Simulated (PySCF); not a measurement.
Work out the structure from these simulated measurements.

Formula: C2H3N2P.

- 1H NMR: chemical shifts (computed TMS as zero) by class: 10.75 (1 H), 9.01 (1 H), 8.73 (1 H) ppm [GIAO B97-2/pcSseg-2]
- NMR, other nuclei: isotropic shieldings of nuclei other than C and H, by class: -104 (1 N), 25 (1 N), 223 (1 P) ppm [GIAO B97-2/pcSseg-2]
- Rotational structure: rotational constants A, B, C: 8.786, 5.241, 3.283 GHz [PBE0-D3(BJ)/def2-TZVP]
- 13C NMR: chemical shifts (computed TMS as zero) by class: 172.0 (1 C), 161.1 (1 C) ppm [GIAO B97-2/pcSseg-2]
- Dipole: 2.42 D [B97-2/pcSseg-2]

Gas-phase values; electronic properties from PySCF, density fitting. Levels stand in brackets. Geometry: PBE0-D3(BJ)/def2-TZVP; no solvent, vibrations or thermal averaging. NMR values are class means; diastereotopic atoms form classes of their own.

Problem. Propose a structure and show how it fits.

Solution. Numbering: `[cH:1]1[n:2][nH:3][cH:4][p:5]1`. 2 carbons fall into 2 classes; from least to most shielded: aromatic CH next to a ring nitrogen [C1] (172.0 ppm), aromatic CH next to a ring nitrogen [C4] (161.1 ppm). Hydrogen classes from least to most shielded: 1 H on a pyrrole-type nitrogen, N3 (10.75 ppm), 1 H on an aromatic CH next to a ring nitrogen, C1 (9.01 ppm), 1 H on an aromatic CH next to a ring nitrogen, C4 (8.73 ppm). The other shieldings belong to: -104 ppm, pyridine-type nitrogen [N2]; 25 ppm, pyrrole-type nitrogen [N3]; 223 ppm, phosphorus bonded to 2 C [P5]. The optimised geometry has point group Cs and is an asymmetric top. Structure: `C1=NNC=P1`. The assignments are read from this structure; whether some other isomer fits the data as well wasn't checked.
